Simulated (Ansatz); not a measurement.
**How far each method lies from full CI for H$_{3}$S⁺, triplet**

Geometry: displaced at random from a stationary point.

```yaml
atoms:
  - { symbol: S, position_ang: [0.0003, -0.0393, 0.0026] }
  - { symbol: H, position_ang: [-0.0006, 1.3020, -0.0086] }
  - { symbol: H, position_ang: [0.0474, 0.0058, 1.4689] }
  - { symbol: H, position_ang: [-0.0554, -0.0571, -1.5415] }
```

Basis 6-31G; Ansatz 0.2.0. Only valence electrons are correlated (noble-gas cores frozen), which leaves 8 electrons in 14 orbitals. R marks a restricted (for open shells ROHF) determinant, U an unrestricted one. Active spaces: valence = (8e, 7o) chosen from the atoms' valence shells.

Full CI is exact within this basis and frozen core; it isn't the basis-set limit. The frozen core follows each run's orbitals, which can shift R against U totals by a few meV.

For open shells CISD and CISDTQ are restricted-active-space CI with the open shells as a complete middle space.

```
UHF ⟨S²⟩                          : 2.042
T1 diagnostic (RCCSD)             : 0.0267
largest doubles amplitude (RCCSD) : 0.116
T1 diagnostic (UCCSD)             : 0.0156
```

```json
{"level": "RHF", "E − E(full CI) (meV)": "2246", "share of correlation (%)": "0.00", "wall time": "–"}
{"level": "UHF", "E − E(full CI) (meV)": "1972", "share of correlation (%)": "12.20", "wall time": "–"}
{"level": "RMP2", "E − E(full CI) (meV)": "608", "share of correlation (%)": "72.94", "wall time": "–"}
{"level": "UMP2", "E − E(full CI) (meV)": "607", "share of correlation (%)": "72.98", "wall time": "–"}
{"level": "CISD", "E − E(full CI) (meV)": "89", "share of correlation (%)": "96.05", "wall time": "0.24 s"}
{"level": "RCCSD", "E − E(full CI) (meV)": "29", "share of correlation (%)": "98.70", "wall time": "–"}
{"level": "UCCSD", "E − E(full CI) (meV)": "26", "share of correlation (%)": "98.83", "wall time": "–"}
{"level": "RCCSD(T)", "E − E(full CI) (meV)": "8", "share of correlation (%)": "99.64", "wall time": "0.18 s"}
{"level": "UCCSD(T)", "E − E(full CI) (meV)": "7", "share of correlation (%)": "99.67", "wall time": "0.18 s"}
{"level": "BCCD(T)", "E − E(full CI) (meV)": "8", "share of correlation (%)": "99.66", "wall time": "0.21 s"}
{"level": "RCCSDT", "E − E(full CI) (meV)": "1", "share of correlation (%)": "99.96", "wall time": "–"}
{"level": "UCCSDT", "E − E(full CI) (meV)": "1", "share of correlation (%)": "99.97", "wall time": "–"}
{"level": "CISDTQ", "E − E(full CI) (meV)": "1", "share of correlation (%)": "99.95", "wall time": "0.75 s"}
{"level": "RCCSDT(Q)", "E − E(full CI) (meV)": "0", "share of correlation (%)": "99.99", "wall time": "0.66 s"}
{"level": "UCCSDT(Q)", "E − E(full CI) (meV)": "0", "share of correlation (%)": "100.00", "wall time": "0.6 s"}
{"level": "RCCSDTQ", "E − E(full CI) (meV)": "0", "share of correlation (%)": "100.00", "wall time": "6.5 s"}
{"level": "UCCSDTQ", "E − E(full CI) (meV)": "0", "share of correlation (%)": "100.00", "wall time": "6.5 s"}
{"level": "CASSCF (valence space)", "E − E(full CI) (meV)": "694", "share of correlation (%)": "69.10", "wall time": "–"}
{"level": "NEVPT2 (valence space)", "E − E(full CI) (meV)": "154", "share of correlation (%)": "93.14", "wall time": "1.4 s"}
{"level": "MRCISD (valence space)", "E − E(full CI) (meV)": "14", "share of correlation (%)": "99.38", "wall time": "–"}
{"level": "MRCISD+Q (valence space)", "E − E(full CI) (meV)": "5", "share of correlation (%)": "99.79", "wall time": "1.8 s"}
```

The correlation energy at full CI, counted from RHF, is -2.246 eV. That run took 2.5 s on 1 thread of Arm Neoverse V1, shared host over 1,002,001 determinants.

Times hold each run's SCF and search for its determinant on a shared host, so for small cases they say little of a method's own cost; they ran on 1 thread of Arm Neoverse V1.

The full-CI state has the irrep A of C1, in the program's axes.

Natural occupations of full CI about the gap: 1.988 1.966 1.953 1.001 0.997 0.046 0.031 0.005 0.004 0.003; effectively unpaired electrons, Σ n²(2−n)², 2.03.
